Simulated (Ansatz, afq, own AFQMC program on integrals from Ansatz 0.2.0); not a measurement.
Ge, triplet in 6-31G, levels against full CI

A free Ge atom.

Basis 6-31G. Noble-gas cores (and the filled d shells of Ga–Kr and In–Xe) are frozen. Ansatz 0.2.0 and our own AFQMC program on the same integrals; the CISD trial comes from CCSD amplitudes, and released means the phaseless constraint is let go. Free projection: walkers drawn from exp(T), propagated without any constraint. Its projection time is finite, and what remains of the start isn't in its error. Uncertainties: one standard error, sampling alone. No spin–orbit coupling.

Determinant: UHF, the one that the program's search chose, which needn't be the lowest solution.

Full CI on the same integrals is exact in this basis and with this determinant's frozen core.

Cautions: no relativity below Rb; no spin-orbit coupling; inner d shell frozen; the ph-AFQMC/CISD walk drifts between its halves (2.8 errors).

```
T1 diagnostic                               : 0.0057
weight of the determinant in the CISD state : 0.975
⟨S²⟩ of the determinant                     : 2.000
size of the correlated space                : 4 electrons in 15 orbitals
```

Reference: full CI, correlation energy -0.674 eV. The released energy is read at 1.50 1/Eh (meV from the phaseless value at times in 1/Eh: -0.20 ± 0.08 at 0.24, -0.23 ± 0.06 at 0.50, -0.14 ± 0.08 at 1.00, -0.24 ± 0.05 at 1.50).

```csv
level,E − E(reference) (kJ/mol),share of correlation (%)
HF,65.1,0.00
MP2,21.3,67.26
CCSD,0.4,99.32
CCSD(T),0.1,99.83
CCSDT,0.0,100.01
CCSDT(Q),0.0,100.01
ph-AFQMC/HF,2.6 ± 0.6,95.97
ph-AFQMC/CISD,0.0 ± 0.01,99.96
released AFQMC,0.0 ± 0.01,100.00
free AFQMC,0.0 ± 0.01,99.99
```

CCSDT and higher add their correlation energy to the determinant of the CCSD(T) run, since their own runs factorise the integrals more tightly (a shift of under 2 meV). Free projections are given only where their last times agree within the noise and don't stop above the reference; a slow remainder of the start can still hide under it. A walk keeps the symmetry of its determinant, which the program's search chose and which needn't be the lowest solution, so a lower state of the same spin and another symmetry isn't excluded. Released energies are given only where the last usable release times agree within the noise; a slower fall can still hide under it.
